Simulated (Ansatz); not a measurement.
C$_{2}$HO (SMILES C#C[O-]) (charge -1), singlet: a trajectory.

The input file, in.yaml:

```yaml
crystal:
  periodic: [false, false, false]
  atoms:
    - {symbol: C, position_ang: [-0.541360, 0.379200, -0.180350]}
    - {symbol: C, position_ang: [0.359030, -0.346730, 0.218580]}
    - {symbol: O, position_ang: [1.090910, -1.159740, 0.797050]}
    - {symbol: H, position_ang: [-0.908580, 1.127280, -0.835280]}
basis:
  gaussian: {orbitals: def2-SVPD}
total_charge: -1
hamiltonian: {xc: pbe0, dispersion: d4}
md: {n_steps: 30, timestep: 3, temperature: 300, ensemble: nvt_nose_hoover, seed: 458, initial_velocities: maxwell_boltzmann}
```

Command:

```bash
ansatz run in.yaml --threads 2 --pin off --events-out ev --progress --plain --max-ram 3481MiB
```

Output of Ansatz 0.2.0:

```
Functional definition: PBE0
  name "PBE0"
  cite "Adamo & Barone, J. Chem. Phys. 110, 6158 (1999) doi:10.1063/1.478522"
  cite "Perdew, Burke & Ernzerhof, Phys. Rev. Lett. 77, 3865 (1996) doi:10.1103/PhysRevLett.77.3865"
  parent pbe
  parameter a = 0.25
  parameter kappa = 0.804
  parameter beta = 0.06672455060314922
  exchange = (1 - a)*pbe_x(kappa = kappa, mu = beta*pi^2/3) + a*exact_x
  correlation = pbe_c(beta = beta)
587 factors; their error is unknown
mean field evaluation 1: about -4125.6307 eV, gradient 3.5e1 eV
mean field evaluation 2: about -4116.3492 eV, gradient 6.9e1 eV
mean field evaluation 4: about -4128.4914 eV, gradient 3.2e0 eV
mean field evaluation 8: about -4128.5127 eV, gradient 1.3e-1 eV
mean field -4128.51274360 eV, -151.7200449208 hartree, gradient 1.7e-5 eV, S^2 0.000000; 0 other end points of the search recorded, 0 dependent functions left out
the calculation of the forces begins
reference -4128.51277025 eV, -151.7200459003 hartree; 11, 11 occupied and 60, 60 virtual orbitals, 587 factors
md step     0: t =     0.00 fs  T =   300.0 K  F+E_penalty+E_count = -4128.55789785 eV  E_kin = 0.077556 eV  conserved = -4128.48034185 eV  (25 SCF iters)
md step     1: t =     3.00 fs  T =   510.4 K  F+E_penalty+E_count = -4128.63295420 eV  E_kin = 0.131946 eV  conserved = -4128.50098733 eV  (31 SCF iters, 5 dispersion substeps)
md step     2: t =     6.00 fs  T =   313.8 K  F+E_penalty+E_count = -4128.55909654 eV  E_kin = 0.081132 eV  conserved = -4128.47782935 eV  (31 SCF iters, 5 dispersion substeps)
md step     3: t =     9.00 fs  T =   317.2 K  F+E_penalty+E_count = -4128.56613538 eV  E_kin = 0.082000 eV  conserved = -4128.48389001 eV  (30 SCF iters, 5 dispersion substeps)
md step     4: t =    12.00 fs  T =   343.8 K  F+E_penalty+E_count = -4128.57962503 eV  E_kin = 0.088882 eV  conserved = -4128.49037160 eV  (30 SCF iters, 5 dispersion substeps)
md step     5: t =    15.00 fs  T =   294.0 K  F+E_penalty+E_count = -4128.55799388 eV  E_kin = 0.076008 eV  conserved = -4128.48147470 eV  (30 SCF iters, 5 dispersion substeps)
md step     6: t =    18.00 fs  T =   356.3 K  F+E_penalty+E_count = -4128.59598226 eV  E_kin = 0.092105 eV  conserved = -4128.50321981 eV  (32 SCF iters, 5 dispersion substeps)
md step     7: t =    21.00 fs  T =   110.9 K  F+E_penalty+E_count = -4128.49945788 eV  E_kin = 0.028670 eV  conserved = -4128.47001549 eV  (31 SCF iters, 5 dispersion substeps)
md step     8: t =    24.00 fs  T =   295.6 K  F+E_penalty+E_count = -4128.57435203 eV  E_kin = 0.076422 eV  conserved = -4128.49710547 eV  (30 SCF iters, 5 dispersion substeps)
md step     9: t =    27.00 fs  T =   317.0 K  F+E_penalty+E_count = -4128.56576819 eV  E_kin = 0.081943 eV  conserved = -4128.48292788 eV  (31 SCF iters, 5 dispersion substeps)
md step    10: t =    30.00 fs  T =   361.0 K  F+E_penalty+E_count = -4128.58764158 eV  E_kin = 0.093331 eV  conserved = -4128.49332149 eV  (31 SCF iters, 5 dispersion substeps)
md step    11: t =    33.00 fs  T =   322.0 K  F+E_penalty+E_count = -4128.57793250 eV  E_kin = 0.083253 eV  conserved = -4128.49357135 eV  (31 SCF iters, 5 dispersion substeps)
md step    12: t =    36.00 fs  T =   150.2 K  F+E_penalty+E_count = -4128.51883349 eV  E_kin = 0.038835 eV  conserved = -4128.47880219 eV  (31 SCF iters, 5 dispersion substeps)
md step    13: t =    39.00 fs  T =   325.3 K  F+E_penalty+E_count = -4128.57889100 eV  E_kin = 0.084102 eV  conserved = -4128.49354719 eV  (32 SCF iters, 5 dispersion substeps)
md step    14: t =    42.00 fs  T =   328.2 K  F+E_penalty+E_count = -4128.58025820 eV  E_kin = 0.084859 eV  conserved = -4128.49408892 eV  (30 SCF iters, 5 dispersion substeps)
md step    15: t =    45.00 fs  T =   245.5 K  F+E_penalty+E_count = -4128.54813758 eV  E_kin = 0.063479 eV  conserved = -4128.48327917 eV  (32 SCF iters, 5 dispersion substeps)
md step    16: t =    48.00 fs  T =   288.6 K  F+E_penalty+E_count = -4128.57159662 eV  E_kin = 0.074598 eV  conserved = -4128.49557098 eV  (27 SCF iters, 5 dispersion substeps)
md step    17: t =    51.00 fs  T =   247.0 K  F+E_penalty+E_count = -4128.54018615 eV  E_kin = 0.063852 eV  conserved = -4128.47486575 eV  (31 SCF iters, 5 dispersion substeps)
md step    18: t =    54.00 fs  T =   504.4 K  F+E_penalty+E_count = -4128.63456090 eV  E_kin = 0.130399 eV  conserved = -4128.50264131 eV  (31 SCF iters, 5 dispersion substeps)
md step    19: t =    57.00 fs  T =   357.8 K  F+E_penalty+E_count = -4128.57946314 eV  E_kin = 0.092510 eV  conserved = -4128.48527672 eV  (32 SCF iters, 5 dispersion substeps)
md step    20: t =    60.00 fs  T =   270.5 K  F+E_penalty+E_count = -4128.55783354 eV  E_kin = 0.069937 eV  conserved = -4128.48606900 eV  (32 SCF iters, 5 dispersion substeps)
md step    21: t =    63.00 fs  T =   295.4 K  F+E_penalty+E_count = -4128.56470872 eV  E_kin = 0.076367 eV  conserved = -4128.48638224 eV  (31 SCF iters, 5 dispersion substeps)
md step    22: t =    66.00 fs  T =   308.0 K  F+E_penalty+E_count = -4128.55999318 eV  E_kin = 0.079632 eV  conserved = -4128.47825987 eV  (29 SCF iters, 5 dispersion substeps)
md step    23: t =    69.00 fs  T =   430.3 K  F+E_penalty+E_count = -4128.61289205 eV  E_kin = 0.111233 eV  conserved = -4128.49936778 eV  (30 SCF iters, 5 dispersion substeps)
md step    24: t =    72.00 fs  T =   182.4 K  F+E_penalty+E_count = -4128.52941788 eV  E_kin = 0.047152 eV  conserved = -4128.47977378 eV  (30 SCF iters, 5 dispersion substeps)
md step    25: t =    75.00 fs  T =   187.4 K  F+E_penalty+E_count = -4128.54600406 eV  E_kin = 0.048434 eV  conserved = -4128.49497820 eV  (30 SCF iters, 5 dispersion substeps)
md step    26: t =    78.00 fs  T =   232.9 K  F+E_penalty+E_count = -4128.54881696 eV  E_kin = 0.060202 eV  conserved = -4128.48594416 eV  (30 SCF iters, 5 dispersion substeps)
md step    27: t =    81.00 fs  T =   306.7 K  F+E_penalty+E_count = -4128.57435096 eV  E_kin = 0.079294 eV  conserved = -4128.49230701 eV  (31 SCF iters, 5 dispersion substeps)
md step    28: t =    84.00 fs  T =   259.4 K  F+E_penalty+E_count = -4128.56022662 eV  E_kin = 0.067052 eV  conserved = -4128.49034198 eV  (31 SCF iters, 5 dispersion substeps)
md step    29: t =    87.00 fs  T =   104.2 K  F+E_penalty+E_count = -4128.50674195 eV  E_kin = 0.026937 eV  conserved = -4128.47693017 eV  (31 SCF iters, 5 dispersion substeps)
md step    30: t =    90.00 fs  T =   287.6 K  F+E_penalty+E_count = -4128.56740513 eV  E_kin = 0.074359 eV  conserved = -4128.49017910 eV  (27 SCF iters, 5 dispersion substeps)
Total energy: -4128.56743126 eV, -151.7220546551 hartree
Atom 0 at    -0.505976     0.411122    -0.282492 Å, force     1.028568    -1.071183     0.657631 eV/Å
Atom 1 at     0.294288    -0.355704     0.318268 Å, force     0.829470    -0.792173    -0.041082 eV/Å
Atom 2 at     1.131336    -1.179510     0.780442 Å, force    -1.563133     1.524666    -0.635496 eV/Å
Atom 3 at    -1.200407     1.167637    -0.542426 Å, force    -0.294905     0.338690     0.018947 eV/Å
Dipole moment:    -0.102360     0.128995     0.015239 e Å

[the SCF lines of later steps are left out]
```

Hardware: 2 CPU threads of an AMD EPYC, shared host. Wall time about 88 s.


The run ended normally. The timestep is far too long for bond vibrations, so the integration is inaccurate or blows up, and the trajectory means little.